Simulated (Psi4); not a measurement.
# CH5NSi (SMILES C[Si]N): wB97X/def2-SVPD

Aim: the vertical ionisation energy of CH5NSi at wB97X/def2-SVPD, from 2 runs. 

The calculation is run with Psi4 1.11.

2 further runs of the same task are left out: 2 set aside as unsound or not needed.

## (1) The structure to begin with

CH5NSi: 8 atoms, total charge 0, spin state singlet. As SMILES, `C[Si]N`. The coordinates come from a PBE0-D4/def2-TZVP relaxation. This is one conformer, not always the lowest.

Bond lengths: C1–Si2 1.904 Å, Si2–N3 1.709 Å, C1–H4 1.094 Å, C1–H5 1.094 Å, C1–H6 1.098 Å, N3–H7 1.008 Å, N3–H8 1.010 Å. Angles: C1–Si2–N3 98.7°, Si2–C1–H4 115.0°, Si2–C1–H5 110.7°, Si2–C1–H6 107.9°, Si2–N3–H7 121.7°, Si2–N3–H8 126.1°, H4–C1–H5 108.8°, H4–C1–H6 108.0°, H5–C1–H6 106.1°, H7–N3–H8 112.1°.

## (2) Energy and forces at wB97X/def2-SVPD

input.json

```json
{
 "schema_name": "qcschema_input",
 "schema_version": 1,
 "molecule": {
  "schema_name": "qcschema_molecule",
  "schema_version": 2,
  "symbols": ["C", "Si", "N", "H", "H", "H", "H", "H"],
  "geometry": [-1.24721924, 1.55845713, -1.04331779, 1.82131804, 1.23550294, 0.80823586, 1.76160269, -1.9547327, 1.30523383, -1.93961489, -0.19237412, -1.89785195, -1.06297095, 2.99219235, -2.52108362, -2.70495397, 2.25822272, 0.25681378, 3.12031578, -2.83817967, 2.30565484, 0.42556632, -3.16661407, 0.68086832],
  "molecular_charge": 0,
  "molecular_multiplicity": 1,
  "fix_symmetry": "c1"
 },
 "driver": "gradient",
 "model": {
  "method": "wb97x",
  "basis": "def2-SVPD"
 },
 "keywords": {
  "puream": true,
  "e_convergence": 1e-09,
  "d_convergence": 1e-08,
  "scf_type": "pk",
  "dft_radial_points": 99,
  "dft_spherical_points": 590,
  "scf_properties": ["LOWDIN_CHARGES", "MULLIKEN_CHARGES", "QUADRUPOLE"]
 }
}
```

The run is started by

```
$ psi4 --qcschema input.json -n 1 --memory 1600MB
```

stdout:

```text
[...]
  Running in c1 symmetry.
[...]
  Nuclear repulsion =  100.369090676584037
[...]
  Multiplicity = 1
[...]
  Nalpha       = 16
  Nbeta        = 16
[...]
    Number of basis functions: 104
[...]
   @RKS iter   1:  -384.94881603132768   -5.45788e-01   6.49036e-03 DIIS/ADIIS
[...]
   @RKS iter  12:  -385.16819556992732   -4.14957e-12   3.03451e-09 DIIS
[...]
    Orbital Energies [Eh]
    ---------------------
    Doubly Occupied:
       1A    -66.110390     2A    -14.403862     3A    -10.248701
       4A     -5.373207     5A     -3.737168     6A     -3.732060
       7A     -3.727201     8A     -0.977654     9A     -0.813166
      10A     -0.618196    11A     -0.613665    12A     -0.510643
      13A     -0.505378    14A     -0.444273    15A     -0.399078
      16A     -0.306254
[...]
  @RKS Final Energy:  -385.16819556992732
   => Energetics <=
    Nuclear Repulsion Energy =            100.3690906765840367
    One-Electron Energy =                -728.9255353323562758
    Two-Electron Energy =                 268.8507370263146754
    DFT Exchange-Correlation Energy =     -25.4624879404697637
    Empirical Dispersion Energy =           0.0000000000000000
    VV10 Nonlocal Energy =                  0.0000000000000000
    Total Energy =                       -385.1681955699273203
[...]
 Multipole Moments:
 ------------------------------------------------------------------------------------
     Multipole            Electronic (a.u.)      Nuclear  (a.u.)        Total (a.u.)
 ------------------------------------------------------------------------------------
 L = 1.  Multiply by 2.5417464519 to convert [e a0] to [Debye]
 Dipole X            :          3.1604734           -3.5216502           -0.3611768
 Dipole Y            :          0.7855176           -1.5048370           -0.7193194
 Dipole Z            :          1.6365527           -1.7229946           -0.0864419
 Magnitude           :                                                    0.8095315
 L = 2.  Multiply by 1.3450342976 to convert [e a0^2] to [Debye ang]
 Quadrupole XX       :        -96.1475438           75.1863765          -20.9611673
 Quadrupole XY       :         32.1620392          -33.8021613           -1.6401221
[...]
  Mulliken Charges: (a.u.)
   Center  Symbol    Alpha    Beta     Spin     Total
       1     C     2.97239  2.97239  0.00000  0.05521
       2    SI     6.88590  6.88590  0.00000  0.22821
       3     N     3.41906  3.41906  0.00000  0.16188
       4     H     0.56264  0.56264  0.00000 -0.12528
       5     H     0.51760  0.51760  0.00000 -0.03521
       6     H     0.53352  0.53352  0.00000 -0.06703
       7     H     0.56962  0.56962  0.00000 -0.13925
       8     H     0.53927  0.53927  0.00000 -0.07854
   Total alpha = 16.00000, Total beta = 16.00000, Total charge = -0.00000
[...]
  -Total Gradient:
     Atom            X                  Y                   Z
    ------   -----------------  -----------------  -----------------
       1       -0.003734896688     0.000204513438    -0.002179367459
       2       -0.001636777857    -0.009299976650     0.000613389634
       3       -0.000115255498     0.005569319050    -0.001116511375
       4        0.001879497779     0.004042481742     0.002047566879
       5        0.000184338530    -0.003314926983     0.003633255397
       6        0.003376921214    -0.001444667689    -0.002393760661
       7       -0.002452102270     0.001846058482    -0.001822996748
       8        0.002507983672     0.002238261453     0.001252422697
[...]
```

The result, in JSON:

```text
{
 "driver": "gradient",
 "model": {
  "method": "wb97x",
  "basis": "def2-SVPD"
 },
 "success": true,
 "return_result": [-0.0037348966875313805, 0.00020451343788986838, -0.0021793674589260445, -0.0016367778574059577, -0.009299976649724678, 0.0006133896339566673, -0.00011525549778399966, 0.005569319050167804, -0.0011165113745674332, 0.0018794977789180906, 0.004042481742009635, 0.002047566879303603, 0.0001843385301250576, -0.0033149269828355865, 0.0036332553973896786, 0.003376921213655515, -0.0014446676894151744, -0.0023937606612544904, -0.002452102269686257, 0.0018460584817926728, -0.0018229967479607145, 0.002507983672177333, 0.002238261452882806, 0.0012524226968080518],
 "properties": {
  "calcinfo_nbasis": 104,
  "calcinfo_nmo": 104,
  "calcinfo_nalpha": 16,
  "calcinfo_nbeta": 16,
  "calcinfo_natom": 8,
  "nuclear_repulsion_energy": 100.36909067658404,
  "return_energy": -385.1681955699273,
  "return_gradient": [-0.0037348966875313805, 0.00020451343788986838, -0.0021793674589260445, -0.0016367778574059577, -0.009299976649724678, 0.0006133896339566673, -0.00011525549778399966, 0.005569319050167804, -0.0011165113745674332, 0.0018794977789180906, 0.004042481742009635, 0.002047566879303603, 0.0001843385301250576, -0.0033149269828355865, 0.0036332553973896786, 0.003376921213655515, -0.0014446676894151744, -0.0023937606612544904, -0.002452102269686257, 0.0018460584817926728, -0.0018229967479607145, 0.002507983672177333, 0.002238261452882806, 0.0012524226968080518],
  "scf_one_electron_energy": -728.9255353323563,
  "scf_two_electron_energy": 268.8507370263147,
  "scf_xc_energy": -25.462487940469764,
  "scf_dipole_moment": [-0.36117684999366473, -0.7193194104905225, -0.08644186629249528],
  "scf_total_energy": -385.1681955699273,
  "scf_total_gradient": [-0.0037348966875313805, 0.00020451343788986838, -0.0021793674589260445, -0.0016367778574059577, -0.009299976649724678, 0.0006133896339566673, -0.00011525549778399966, 0.005569319050167804, -0.0011165113745674332, 0.0018794977789180906, 0.004042481742009635, 0.002047566879303603, 0.0001843385301250576, -0.0033149269828355865, 0.0036332553973896786, 0.003376921213655515, -0.0014446676894151744, -0.0023937606612544904, -0.002452102269686257, 0.0018460584817926728, -0.0018229967479607145, 0.002507983672177333, 0.002238261452882806, 0.0012524226968080518],
  "scf_iterations": 12
 }
}
```

Run time: 37 s. Hardware: 1 thread of Intel Xeon Platinum 8375C at 2.90GHz (Ice Lake), shared host; peak memory 0.81 GiB.

## (3) The doublet cation at the same level

ch5nsi.py

```python
import psi4

psi4.set_memory('1600 MB')
psi4.set_num_threads(1)
psi4.set_output_file('ch5nsi.out', False)

geom = psi4.geometry("""
1 2
C
Si 1 1.90419
N 2 1.708855 1 98.74789
H 1 1.094137 2 114.97527 3 -19.72941
H 1 1.093918 4 108.76565 2 124.80471
H 1 1.097964 5 106.06045 4 -115.95927
H 3 1.00786 2 121.72864 1 -178.27487
H 3 1.010089 7 112.12626 2 -179.70656
symmetry c1
""")

psi4.set_options({
    'basis': 'def2-SVPD',
    'reference': 'uks',
    'puream': True,
    'e_convergence': 1e-09,
    'd_convergence': 1e-08,
    'scf_type': 'pk',
    'dft_radial_points': 99,
    'dft_spherical_points': 590,
    'maxiter': 200,
})

E, wfn = psi4.gradient('WB97X', molecule=geom, return_wfn=True)
psi4.oeprop(wfn, 'LOWDIN_CHARGES', 'WIBERG_LOWDIN_INDICES', 'DIPOLE', title='WB97X')
print('gradient / Eh bohr^-1')
print(E.np.round(6))
print(f'energy = {wfn.energy():.10f} Eh')
```

The run is started by

```
$ python ch5nsi.py
```

ch5nsi.out (excerpt; [...] marks lines left out):

```text
[...]
  Running in c1 symmetry.
[...]
  Nuclear repulsion =  100.369103443968029
[...]
  Multiplicity = 2
[...]
  Nalpha       = 16
  Nbeta        = 15
[...]
    Number of basis functions: 104
[...]
   @UKS iter   1:  -384.64871058559152   -2.45681e-01   6.13810e-03 DIIS/ADIIS
[...]
   @UKS iter  15:  -384.86231233697424   -6.82121e-12   4.11145e-09 DIIS
[...]
   @S^2 Observed:                7.553940233E-01
[...]
  @UKS Final Energy:  -384.86231233697424
   => Energetics <=
    Nuclear Repulsion Energy =            100.3691034439680294
    One-Electron Energy =                -720.8230393889522247
    Two-Electron Energy =                 260.9212991103001400
    DFT Exchange-Correlation Energy =     -25.3296755022901969
    Empirical Dispersion Energy =           0.0000000000000000
    VV10 Nonlocal Energy =                  0.0000000000000000
    Total Energy =                       -384.8623123369742416
[...]
  -Total Gradient:
     Atom            X                  Y                   Z
    ------   -----------------  -----------------  -----------------
       1        0.002693220873    -0.029118896930     0.004654941984
       2       -0.001491419802     0.053148263289     0.028809920490
       3        0.000827012654    -0.034075429974    -0.024325040364
       4       -0.003992605459     0.007168689711    -0.010282509535
       5       -0.002099080576    -0.003295206997     0.002372772663
       6        0.004264830247    -0.001712248480    -0.001745101016
       7        0.000152302385     0.006752227731    -0.006884118299
       8       -0.000357293128     0.000899710658     0.007493112771
[...]
 Multipole Moments:
 ------------------------------------------------------------------------------------
     Multipole            Electronic (a.u.)      Nuclear  (a.u.)        Total (a.u.)
 ------------------------------------------------------------------------------------
 L = 1.  Multiply by 2.5417464519 to convert [e a0] to [Debye]
 Dipole X            :          0.0515590           -0.0762017           -0.0246427
 Dipole Y            :          1.9313827           -1.8794823            0.0519004
 Dipole Z            :          3.9371080           -3.7545972            0.1825107
 Magnitude           :                                                    0.1913402
[...]
```

The script printed:

```text
gradient / Eh bohr^-1
[[ 0.002693 -0.029119  0.004655]
 [-0.001491  0.053148  0.02881 ]
 [ 0.000827 -0.034075 -0.024325]
 [-0.003993  0.007169 -0.010283]
 [-0.002099 -0.003295  0.002373]
 [ 0.004265 -0.001712 -0.001745]
 [ 0.000152  0.006752 -0.006884]
 [-0.000357  0.0009    0.007493]]
energy = -384.8623123370 Eh
```

Run time: 58 s. Hardware: 1 thread of Intel Xeon Platinum 8375C at 2.90GHz (Ice Lake), shared host; peak memory 0.81 GiB.

## (4) Outcome

Level: wB97X/def2-SVPD.

| quantity | value |
| --- | --- |
| singlet CH5NSi: total energy | -385.16820 Eh |
| singlet CH5NSi: dipole moment | 2.06 D |
| singlet CH5NSi: HOMO energy | -8.33 eV |
| singlet CH5NSi: LUMO energy | 1.01 eV |
| singlet CH5NSi: HOMO–LUMO gap | 9.34 eV |
| singlet CH5NSi: largest force on an atom | 0.487 eV/Å |
| doublet cation: total energy | -384.86231 Eh |
| doublet cation: HOMO energy (highest over α and β) | -16.46 eV |
| doublet cation: LUMO energy (lowest over α and β) | -8.64 eV |
| doublet cation: ⟨S²⟩ | 0.755 |
| doublet cation: largest force on an atom | 3.110 eV/Å |
| vertical ionisation energy (to the doublet cation) | 8.324 eV |

What this shows: The vertical ionisation energy comes to 8.32 eV (803 kJ/mol). The largest force (singlet CH5NSi) is 0.49 eV/Å: the shape isn't a stationary point for this species at this level. −ε(HOMO) before ionisation, 8.33 eV, is 0.01 eV above this ionisation energy. Mulliken charges (singlet CH5NSi) run from -0.14 on H7 to +0.23 on Si2; in a basis this large or diffuse they mean little.
